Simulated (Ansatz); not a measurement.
CH₂N₂, SMILES N#CN: the interaction energy of a dimer with the counterpoise correction, run with Ansatz's Python interface.

The script, `ch2n2.py`:
```python
"""Interaction energy of two CH2N2 molecules, with the counterpoise correction."""

import ansatz as az

FIRST = [
    ("N", (0.4824, -1.3206, 1.383)),
    ("C", (0.2092, -0.5393, 0.5104)),
    ("N", (-0.0898, 0.3277, -0.4833)),
    ("H", (-0.8503, 0.2388, -1.0084)),
    ("H", (0.2484, 1.2933, -0.4016)),
]
SECOND = [
    ("N", (-0.4435, -1.6802, -2.8307)),
    ("C", (-0.1327, -2.7611, -3.2569)),
    ("N", (0.2268, -3.9679, -3.7495)),
    ("H", (1.0231, -4.3835, -3.5146)),
    ("H", (-0.5167, -4.6197, -4.0248)),
]

def energy(atoms, ghosts=()):
    molecule = az.Crystal.molecule()
    for symbol, xyz in atoms:
        molecule = molecule.atom(symbol, xyz)
    calc = (
        molecule.calculation()
        .basis(gaussian="def2-SVPD")
        .functional("b3lyp")
    )
    deck = calc.input()
    if ghosts:
        deck = deck.set(az.key.basis.gaussian.ghost_atoms, [{"symbol": s, "position_ang": list(xyz)} for s, xyz in ghosts])
    return az.Session.from_dict(deck).plan().execute().report["free_energy_ev"]


def main() -> None:
    # monomers in their own basis and in the basis of the dimer
    both = energy(FIRST + SECOND)
    alone = energy(FIRST) + energy(SECOND)
    ghosted = energy(FIRST, SECOND) + energy(SECOND, FIRST)
    print(f"dimer {both:.6f} eV")
    print(f"interaction, uncorrected   {23.060548 * (both - alone):8.3f} kcal/mol")
    print(f"interaction, counterpoise  {23.060548 * (both - ghosted):8.3f} kcal/mol")
    print(f"basis-set superposition    {23.060548 * (alone - ghosted):8.3f} kcal/mol")


if __name__ == "__main__":
    main()
```

How large is the interaction at this pose, and how much of it is basis-set superposition?

Uncorrected it is -3.370 kcal/mol, with the counterpoise correction -2.613 kcal/mol; the difference, 0.76 kcal/mol, is the superposition error.

The output:

```console
$ python ch2n2.py
dimer -8091.514421 eV
interaction, uncorrected     -3.370 kcal/mol
interaction, counterpoise    -2.613 kcal/mol
basis-set superposition       0.757 kcal/mol
```

Total energies depend on the basis set; only differences at equal settings carry meaning. The dimer is a generated trial pose of unrelaxed monomers, not a minimum, so the figure is no binding energy, and the basis set is small. b3lyp holds the VWN-RPA fit, as in Gaussian; the form of ORCA and Turbomole is b3lyp5. This level lacks the dispersion part of the attraction (electrostatics and induction are there), which can decide the sign where the interaction is weak. The whole script took 15 s on 1 thread of Arm Neoverse V1 (shared host), peak memory 0.3 GiB.

(Lines on the test bed's own set-up are left out of the output.)
